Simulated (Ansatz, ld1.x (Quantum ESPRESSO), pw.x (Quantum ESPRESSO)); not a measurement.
## gold (Au): one change to the TM potential, in the atom and in the bcc crystal

Au (Z = 79), norm-conserving Troullier–Martins (Kleinman–Bylander form), made with ld1.x (Quantum ESPRESSO) 7.5 (PBEsol, scalar-relativistic). Core [Xe] 4f14, reference 5d10 6s1 6p0. Waves: 6s (bound): rc 2.10 bohr; 5d (bound): rc 1.45 bohr; 6p (bound, empty): rc 3.20 bohr. Local part: the p channel. Core correction: Bessel-smoothed model core inside 1.50 bohr.

Change: wave 6p (bound): rc 3.20 bohr becomes 6p (bound): rc 2.80 bohr.

Cutoffs, loose and tight: the cutoffs (Ry, on a coarse ladder) from which the occupation-weighted sum of valence levels, in a spherical-Bessel basis at the reference potential, stays within 10 and 1 mRy of its value at 400 Ry. They do not see the model core or the augmentation charge, which bear on the density cutoff. Test errors are all-electron minus pseudo excitation energies from the reference, over the configurations 5d10 6s0 6p0; 5d9 6s0 6p0; 5d8 6s0 6p0; 5d10 6s0 6p1; 5d9 6s1 6p1; 5d10 6s0.5 6p0; 5d7 6s0 6p0; variants that change the core or the reference have their own tests.

Crystal test: bcc Au in pw.x 7.5, no spin, 14³ k-points, Fermi–Dirac smearing 0.01 Ry, cutoffs set for each file from its atomic test. The reference is all-electron LAPW (Ansatz 0.2.0) with the same functional, mesh and smearing; V0 and B0 come from Birch–Murnaghan fits to the pressures at five volumes. Errors are pseudo minus all-electron; Δ is the rms difference of the E(V) curves that follow from these fits, minima aligned, over ±6 % about the mean V0. Mesh and smearing are coarse, so the numbers serve the comparison and aren't converged zero-temperature values; the lattice is a test structure that the element need not adopt.

All-electron: a0 = 3.242 Å (V0 = 17.04 Å³/atom), B0 = 172.0 GPa.

Problem. Does the change bring the crystal closer to the all-electron result?

Solution. The mean pressure error goes from +15.37 to +16.97 GPa, a small move against the size of the error. Neither pressure curve crosses zero within the volumes sampled, so no fits are given.

| quantity | base | changed |
| --- | --- | --- |
| outcome (atom) | generated | generated |
| cutoff, loose (atom) | 45 Ry | 45 Ry |
| cutoff, tight (atom) | 80 Ry | 80 Ry |
| bound ghosts (atom) | none | none |
| largest test error (meV) (atom) | -665 over the solved tests; 1 of 7 tests not solved or not reliable | -1609 |
| cutoffs in pw.x (Ry) | 100/400 | 100/400 |
| mean pressure error (GPa) | +15.37 | +16.97 |

Base: The largest radius (3.20 bohr) exceeds half the bond length (2.65 bohr), so the spheres overlap, which is one possible source of error among others. This is a poor potential for the solid. Atomic configuration tests: 1 of 7 tests not solved or not reliable. Changed file: The largest radius (2.80 bohr) exceeds half the bond length (2.65 bohr), so the spheres overlap, which is one possible source of error among others. This is a poor potential for the solid. The atomic cutoffs weigh occupied waves only.
